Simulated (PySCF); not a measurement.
# C5H8S: core ionisation energies

Species: C₅H₈S.
Z-matrix (Å and degrees, GFN2-xTB geometry), rows numbered from 1:
```
C 
C   1  1.5211
C   2  1.5453  1  117.60
C   3  1.5396  2   89.77  1  -121.31
C   4  1.4976  3   88.80  2     3.21
S   5  1.6090  2  133.32  1   -54.25
H   1  1.0875  2  110.40  3   -71.85
H   1  1.0876  2  110.41  3    48.52
H   1  1.0873  2  109.76  3   168.06
H   2  1.0935  1  109.15  3   130.81
H   3  1.0871  2  114.97  1   121.04
H   3  1.0873  2  113.24  1    -5.55
H   4  1.0899  3  116.24  2   119.82
H   4  1.0901  3  115.33  2  -112.36
```

Method: delta-SCF UKS SCAN, pcX-2 on the ionised atom, pcseg-1 elsewhere, spin-free X2C in PySCF 2.14.0. Binding energies are ΔSCF values: E(core-ionised, relaxed orbitals) − E(ground state) at a fixed geometry, referred to the vacuum level.

**Question.** Give the core binding energies atom by atom.

**Answer.** 
| atom(s) | bonded to | level | binding energy (eV) | above the level's lowest (eV) | count |
| --- | --- | --- | --- | --- | --- |
| S6 | C (double bond) | S 1s | 2476.13 | 0.00 | 1 |
| C5 | S (double bond) and 2 C | C 1s | 291.62 | +0.96 | 1 |
| C2 | 3 C and H | C 1s | 290.78 | +0.12 | 1 |
| C4 | 2 C and 2 H | C 1s | 290.78 | +0.12 | 1 |
| C1 | C and 3 H | C 1s | 290.70 | +0.04 | 1 |
| C3 | 2 C and 2 H | C 1s | 290.66 | 0.00 | 1 |

The listed C 1s values span 0.96 eV, from C3 (bonded to 2 C and 2 H) to C5 (bonded to S (double bond) and 2 C). The values 290.66 and 290.70 eV; the values 290.78 and 290.78 eV lie too close for their order to be trusted.

**Question.** Which photon wavelength matches the C 1s of C1 threshold?

**Answer.** λ = hc/E = 12398.42 eV Å / 290.70 eV = 42.650 Å.

**Question.** Which photon energy gives electrons from C 1s of C1 a kinetic energy of 150 eV, and what is their de Broglie wavelength?

**Answer.** hν = 290.70 + 150 = 440.70 eV, recoil neglected; λ = 12.264 Å/√(E/eV) = 1.00 Å.

Not every level is listed. The unrestricted hole states depart most from a pure doublet (⟨S²⟩ = 0.75; over 0.85 named) for C 1s of C5 (0.98), which makes this value less certain. Geometry: GFN2-xTB; no solvent, vibrations or thermal averaging.

Time: 93 s wall; peak memory 0.60 GiB. Hardware: Arm Neoverse N1, one thread, no GPU, on a shared host.
